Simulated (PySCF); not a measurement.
**NaLi: energy against distance**

Set-up: PySCF, no relativity, basis sets Na 6-31G(d,p), Li 6-31G(d,p). Energies in eV from Na + Li in their ground configurations at the same level. State: ¹Σ⁺ (singlet), closed shell.

Curves on a restricted Hartree–Fock reference rise too fast on stretching and do not dissociate correctly.

```json
{"R (Å)": "2.629", "RHF-CCSD(T)": "-0.7289"}
{"R (Å)": "2.746", "RHF-CCSD(T)": "-0.7749"}
{"R (Å)": "2.833", "RHF-CCSD(T)": "-0.7942"}
{"R (Å)": "2.921", "RHF-CCSD(T)": "-0.8020"}
{"R (Å)": "3.009", "RHF-CCSD(T)": "-0.7998"}
{"R (Å)": "3.126", "RHF-CCSD(T)": "-0.7839"}
{"R (Å)": "3.272", "RHF-CCSD(T)": "-0.7479"}
{"R (Å)": "3.447", "RHF-CCSD(T)": "-0.6884"}
```

Problem. Put a parabola through the three lowest points of the RHF-CCSD(T) curve and estimate Re, k and ωe (reduced mass 5.376 u; 1 eV/Å² = 0.16022 mdyn/Å; ωe = 1302.8·√(k/μ) cm⁻¹).

Solution. Through R = 2.833, 2.921, 3.009 Å the second-order coefficient is 0.646 eV/Å², so Re ≈ 2.946 Å, k ≈ 0.207 mdyn/Å and ωe ≈ 256 cm⁻¹. A polynomial fit of higher order to the unrounded RHF-CCSD(T) energies gives Re = 2.944 Å, k = 0.201 mdyn/Å, ωe = 252 cm⁻¹; anharmonicity and rounding make the difference.

The higher-order fit for each curve: RHF-CCSD(T): Re = 2.944 Å, ωe = 252 cm⁻¹, De = 0.80 eV.

Correlated steps freeze 1 core orbital. Correlated levels converge slowly with the basis: in double zeta they bind strong bonds too weakly, by up to about 1 eV, and carry superposition errors of some tenths. Where the molecule has an RHF reference, its open-shell atoms are computed with UHF.
